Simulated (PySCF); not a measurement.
C5H5Cl.
Atom-mapped SMILES: `[CH2:1]=[CH:2][C:3]#[C:4][CH2:5][Cl:6]` (hydrogens: H7, H8 on C1; H9 on C2; H10, H11 on C5)

Computed, not measured: TDDFT B3LYP/def2-SVPD, vertical, gas phase, core orbitals frozen in the response in PySCF. Isolated species at its PBE0-D3(BJ)/def2-SVP geometry, gas phase.

Computed states:

```json
{"state": "S1", "E (eV)": "5.07", "f": "0.0004"}
{"state": "S2", "E (eV)": "5.21", "f": "0.0004"}
{"state": "S3", "E (eV)": "5.36", "f": "0.220"}
{"state": "S4", "E (eV)": "6.26", "f": "0.0004"}
{"state": "S5", "E (eV)": "6.47", "f": "0.286"}
{"state": "S6", "E (eV)": "6.52", "f": "0.126"}
```

Each state is given a Gaussian of 0.3 eV full width at half maximum, with ε(max) = 2.175×10⁸ f / Δν̃ (Δν̃ the width in cm⁻¹). The width is an assumption, not a result. The curve ends short of the highest state used, and states not computed would add to its high-energy end.

(1) What does the envelope look like, and where are its maxima?

(2) Coming from long wavelengths, where does ε first pass 100 L mol⁻¹ cm⁻¹?

(3) Does any computed singlet lie in the visible range?

(4) On this curve, what absorbance would a 10⁻⁵ mol/L sample give at 222 nm over a 1 cm path?

## Answers

(1) 
```json
{"E (eV)": "4.62", "ε (L mol⁻¹ cm⁻¹)": "0"}
{"E (eV)": "4.65", "ε (L mol⁻¹ cm⁻¹)": "0"}
{"E (eV)": "4.68", "ε (L mol⁻¹ cm⁻¹)": "0"}
{"E (eV)": "4.71", "ε (L mol⁻¹ cm⁻¹)": "1"}
{"E (eV)": "4.74", "ε (L mol⁻¹ cm⁻¹)": "1"}
{"E (eV)": "4.77", "ε (L mol⁻¹ cm⁻¹)": "3"}
{"E (eV)": "4.80", "ε (L mol⁻¹ cm⁻¹)": "5"}
{"E (eV)": "4.83", "ε (L mol⁻¹ cm⁻¹)": "10"}
{"E (eV)": "4.86", "ε (L mol⁻¹ cm⁻¹)": "19"}
{"E (eV)": "4.89", "ε (L mol⁻¹ cm⁻¹)": "38"}
{"E (eV)": "4.92", "ε (L mol⁻¹ cm⁻¹)": "74"}
{"E (eV)": "4.95", "ε (L mol⁻¹ cm⁻¹)": "144"}
{"E (eV)": "4.98", "ε (L mol⁻¹ cm⁻¹)": "276"}
{"E (eV)": "5.01", "ε (L mol⁻¹ cm⁻¹)": "515"}
{"E (eV)": "5.04", "ε (L mol⁻¹ cm⁻¹)": "925"}
{"E (eV)": "5.07", "ε (L mol⁻¹ cm⁻¹)": "1589"}
{"E (eV)": "5.10", "ε (L mol⁻¹ cm⁻¹)": "2601"}
{"E (eV)": "5.13", "ε (L mol⁻¹ cm⁻¹)": "4045"}
{"E (eV)": "5.16", "ε (L mol⁻¹ cm⁻¹)": "5968"}
{"E (eV)": "5.19", "ε (L mol⁻¹ cm⁻¹)": "8344"}
{"E (eV)": "5.22", "ε (L mol⁻¹ cm⁻¹)": "11050"}
{"E (eV)": "5.25", "ε (L mol⁻¹ cm⁻¹)": "13853"}
{"E (eV)": "5.28", "ε (L mol⁻¹ cm⁻¹)": "16439"}
{"E (eV)": "5.31", "ε (L mol⁻¹ cm⁻¹)": "18459"}
{"E (eV)": "5.35", "ε (L mol⁻¹ cm⁻¹)": "19771"}
{"E (eV)": "5.38", "ε (L mol⁻¹ cm⁻¹)": "19514"}
{"E (eV)": "5.41", "ε (L mol⁻¹ cm⁻¹)": "18224"}
{"E (eV)": "5.44", "ε (L mol⁻¹ cm⁻¹)": "16101"}
{"E (eV)": "5.47", "ε (L mol⁻¹ cm⁻¹)": "13459"}
{"E (eV)": "5.50", "ε (L mol⁻¹ cm⁻¹)": "10644"}
{"E (eV)": "5.53", "ε (L mol⁻¹ cm⁻¹)": "7964"}
{"E (eV)": "5.56", "ε (L mol⁻¹ cm⁻¹)": "5637"}
{"E (eV)": "5.59", "ε (L mol⁻¹ cm⁻¹)": "3775"}
{"E (eV)": "5.62", "ε (L mol⁻¹ cm⁻¹)": "2392"}
{"E (eV)": "5.65", "ε (L mol⁻¹ cm⁻¹)": "1434"}
{"E (eV)": "5.68", "ε (L mol⁻¹ cm⁻¹)": "813"}
{"E (eV)": "5.71", "ε (L mol⁻¹ cm⁻¹)": "436"}
{"E (eV)": "5.74", "ε (L mol⁻¹ cm⁻¹)": "221"}
{"E (eV)": "5.77", "ε (L mol⁻¹ cm⁻¹)": "106"}
{"E (eV)": "5.80", "ε (L mol⁻¹ cm⁻¹)": "48"}
{"E (eV)": "5.83", "ε (L mol⁻¹ cm⁻¹)": "21"}
{"E (eV)": "5.86", "ε (L mol⁻¹ cm⁻¹)": "9"}
{"E (eV)": "5.89", "ε (L mol⁻¹ cm⁻¹)": "5"}
{"E (eV)": "5.92", "ε (L mol⁻¹ cm⁻¹)": "5"}
```

Maxima: 231 nm (5.36 eV), ε about 20000, made up of S3 (100%) (ε in L mol⁻¹ cm⁻¹; maxima over ε = 5, shares over 10%). At its high-energy end, 5.92 eV, the curve is still rising (ε about 4.7, from S3, S4 and S5).

(2) At about 251 nm (4.93 eV), 0.13 eV below S1.

(3) No computed singlet lies in the visible range (380 to 750 nm); the lowest, at 245 nm, stands 1.80 eV above its violet end (3.26 eV).

(4) 222 nm is 5.585 eV, where ε is about 4100 L mol⁻¹ cm⁻¹, so A = ε c l ≈ 0.041 (Beer–Lambert, with the gas-phase spectrum and the assumed width).
